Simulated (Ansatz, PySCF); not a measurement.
This Ansatz (a quantum-chemistry and plane-wave program) input computes a CCSD(T)/cc-pVDZ energy:

Ansatz 0.2 input:
```yaml
crystal:
  periodic: [false, false, false]
  atoms:
    - {symbol: N, position_ang: [-0.01174625, 0.81294535, 0.09531191]}
    - {symbol: N, position_ang: [-0.00018216, -0.67601727, -0.08700131]}
    - {symbol: H, position_ang: [-0.81512924, 1.06903052, -0.49699109]}
    - {symbol: H, position_ang: [-0.03991350, -1.09453720, 0.84805997]}
    - {symbol: H, position_ang: [0.93854167, -0.93298988, -0.40924308]}
basis:
  gaussian:
    orbitals: cc-pVDZ
total_charge: -1
magnetization: {spin_polarized: false}
correlation: {method: ccsd_t, electrons: outside_noble_gas}
```

Question: Write an input for the same energy in PySCF and say what it gives.

Answer: 
```python
from pyscf import gto, scf, mp, cc as ccmod

mol = gto.M(
    atom='''
    N    -0.01174625    0.81294535    0.09531191
    N    -0.00018216   -0.67601727   -0.08700131
    H    -0.81512924    1.06903052   -0.49699109
    H    -0.03991350   -1.09453720    0.84805997
    H     0.93854167   -0.93298988   -0.40924308
    ''',
    basis='cc-pvdz',
    charge=-1,
    spin=0,
    verbose=4,
)

mf = scf.RHF(mol)
mf.conv_tol = 1e-10
mf.max_cycle = 100
mf.kernel()
mp2 = mp.MP2(mf, frozen=2).run()
cc = ccmod.CCSD(mf, frozen=2)
cc.max_cycle = 100
cc.kernel()
et = cc.ccsd_t()
print(f'E(CCSD(T)) = {cc.e_tot + et:.9f}')
```
It gives -110.86981 Eh, and Ansatz -110.86981 Eh, a difference of 0.00 mEh.

It need not be the lowest isomer of its formula. Whether it binds its extra electron was not tested at this geometry.
